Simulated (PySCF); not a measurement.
## Orbital picture of CS

r²SCAN at R = 1.544 Å; PySCF, no relativity, basis sets C cc-pVDZ, S cc-pV(D+d)Z. State: ¹Σ⁺ (singlet), closed shell. Only the outer orbitals are listed, counted within each symmetry.

```csv
orbital,occ.,ε (eV),on C (%),main shells (%)
5σ,2,-21.79,37,"57 S s, 27 C s, 9 C p"
6σ,2,-13.49,31,"35 S s, 33 S p, 31 C s"
2π,2,-9.10,30,"69 S p, 29 C p"
2π,2,-9.10,30,"69 S p, 29 C p"
7σ,2,-7.59,80,"46 C p, 34 C s, 19 S p"
3π,0,-3.08,65,"65 C p, 30 S p"
3π,0,-3.08,65,"65 C p, 30 S p"
8σ,0,2.41,8,"62 S p, 23 S d, 18 C p"
```

**Question.** Which are the highest filled and the lowest empty level, where do they sit, and how wide is the gap?

**Answer.** Highest filled 7σ at -7.59 eV (in %: 46 C p, 34 C s, 19 S p); lowest empty 3π at -3.08 eV (in %: 65 C p, 30 S p); the gap at r²SCAN is 4.51 eV.

- bond order (Mayer): 2.57
- ⟨S²⟩: 0.000
- charge on C (Mulliken, basis-dependent): -0.15
- charge on C (Löwdin, basis-dependent): -0.33
- dipole moment (positive dipole means C(−)S(+)): 1.80 D
